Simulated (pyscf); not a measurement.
PySCF, gas phase, ωB97X-D3(BJ)/def2-SVP geometries.

**Question.** Estimate the classical barrier height and the reaction energy of NH₃ + InH₃ → H₂N–InH₂ + H₂ at ωB97M-D3(BJ)/def2-TZVP. The step runs on the singlet surface, breaks H–N, H–In and forms In–N, H–H; take the separated reactants as zero.

**Answer.** ΔE‡ = 20.1 kcal/mol, ΔE = +0.9 kcal/mol. Zero-point energy shifts the barrier by -0.4 kcal/mol. It is a four-centre exchange, with an imaginary mode of 1302i cm⁻¹. On the reactant side the descent ends in an adduct with a In–N contact, 21.7 kcal/mol under the separated species and 39.2 kcal/mol under the saddle at ωB97X-D3(BJ)/def2-TZVP. What is counted as formed (In–N) is already present as a longer contact in the reactant adduct; forming that adduct is a step of its own. At the saddle there is also a short H–In contact that neither side keeps. At ωB97X-D3(BJ)/def2-TZVP the barrier from the zero used here is 17.5 kcal/mol. One saddle was located; it need not be the lowest between these sides. Elements past Kr carry the def2 core potentials, without spin-orbit coupling.
